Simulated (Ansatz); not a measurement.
# C2H, doublet: from triple and quadruple zeta to the limit

```yaml
atoms:
  - { symbol: C, position_ang: [1.6233, -0.4493, 1.2083] }
  - { symbol: C, position_ang: [0.6608, -0.2444, 0.5005] }
  - { symbol: H, position_ang: [2.4779, -0.6312, 1.8368] }
```

Connectivity, by distances: CH–C.

Ansatz 0.2.0, UHF determinant, valence electrons correlated. Energies in eV.

```json
{"set": "def2-TZVPP", "X": "3", "functions": "76", "Hartree–Fock": "-2072.9558", "MP2 correlation": "-6.5137", "CCSD(T) correlation": "-7.8714", "time": "25 s on 1 × NVIDIA H100 80GB HBM3 with 2 threads of AMD EPYC 7R13 Processor (Zen 3), with other jobs on the host"}
{"set": "def2-QZVPP", "X": "4", "functions": "144", "Hartree–Fock": "-2073.0383", "MP2 correlation": "-6.9720", "CCSD(T) correlation": "-8.2886", "time": "30 s on 1 × NVIDIA H100 80GB HBM3 with 2 threads of AMD EPYC 7R13 Processor (Zen 3), with other jobs on the host"}
```

Hartree–Fock is taken to follow E(X) = E∞ + A·exp(−7.88·√X), correlation E(X) = E∞ + B·X^−2.97.

Cautions: ⟨S²⟩ of the determinant is 1.15 against 0.75, spin contaminated.

Task: Work out the CCSD(T) energy at the limit, and how far the shortcut misses it that extrapolates MP2 and adds CCSD(T) minus MP2 from the smaller set.

Result: Hartree–Fock: E∞ = E4 + 0.1377·(E4 − E3) = -2073.0496. Correlation: E∞ = E4 + 0.7407·(E4 − E3) = -8.5976 for CCSD(T) and -7.3115 for MP2. The limit is -2081.6472 eV, 0.320 eV below def2-QZVPP. The shortcut gives a correlation energy of -7.3115 + (-1.3577) = -8.6692, 72 meV lower than the direct value.
